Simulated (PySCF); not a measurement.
**From a raw peak list to a structure**

Formula C4H7N. The spectrum was simulated from the full spin Hamiltonian at 300 MHz with 0.6 Hz Lorentzian lines, from shifts rounded to 0.01 ppm and J to 0.1 Hz, couplings under 1 Hz left out. Exchangeable protons (2H) are left uncoupled and out of the list.

```
region  integral (H)    ppm     Hz  height
     1             1  1.922  576.7      50
     1                1.918  575.3      51
     2             2  1.346  403.8      92
     2                1.335  400.4     100
     3             1  1.071  321.3      27
     3                1.060  318.0      46
     3                1.048  314.6      23
     4             1  0.232   69.7      51
     4                0.228   68.3      50
```

13C{1H} NMR (computed): δ 56.9, 20.4, 4.3.

PySCF calculation with B3LYP/pcJ-1 coupling constants (spin–dipole term only in couplings to heteroatoms), PBE0-D3(BJ)/def2-SVP structure and NMR shieldings at CAM-B3LYP/pcSseg-2/GIAO; one conformer, non-relativistic Hamiltonian, one averaged value for each set of equivalent atoms, in vacuum.

References, each an isolated molecule treated in the same way: 1H (σ = 31.34 ppm) and 13C (σ = 182.55 ppm) against TMS.

(1) Analyse the multiplets.

(2) What is the compound?

Results:

(1) 1H NMR (300 MHz, computed): δ 1.92 (d, J = 1.4 Hz, 1H), 1.34 (d, J = 3.4 Hz, 2H), 1.06 (t, J = 3.4 Hz, 1H), 0.68 (br s, 2H), 0.23 (d, J = 1.4 Hz, 1H). These are first-order names from the parameters used; overlap and second-order distortion can hide them in the list.

(2) SMILES N[C@@H]1[C@H]2C[C@@H]12.

Mapped SMILES: `[NH2:1][C@@H:2]1[C@H:3]2[CH2:4][C@@H:5]12`; H(Xn) means a hydrogen on atom n. Ha(C4) is cis to C2 on the ring; Hb(C4) is trans to C2 on the ring.

- δ 1.92: H(C2), hydrogen on a three-membered-ring carbon, coupled to Ha(C4) (1.4 Hz).
- δ 1.34: H(C3)/H(C5), hydrogen on a three-membered-ring carbon, coupled to Hb(C4) (3.4 Hz).
- δ 1.06: Hb(C4), hydrogen on a three-membered-ring carbon, coupled to H(C3)/H(C5) (3.4 Hz).
- δ 0.68: H(N1), hydrogen on an amine nitrogen.
- δ 0.23: Ha(C4), hydrogen on a three-membered-ring carbon, coupled to H(C2) (1.4 Hz).

This is the structure that produced the data.

OH and NH positions are those of a molecule without intermolecular hydrogen bonds; in solution they move with solvent, concentration and temperature, and exchange usually removes their couplings. Multiplet labels drop couplings under 1 Hz and merge nearly equal ones. Unscaled 3J(H,H) at this level run about 10 % above measured values. Shifts are as computed, not scaled to solution data. Of 1211 compounds with measured shifts, 218 miss one by over three times the rms of a fit or turn the order of signals round; such compounds aren't used in these exercises. Couplings to exchangeable protons are dropped.
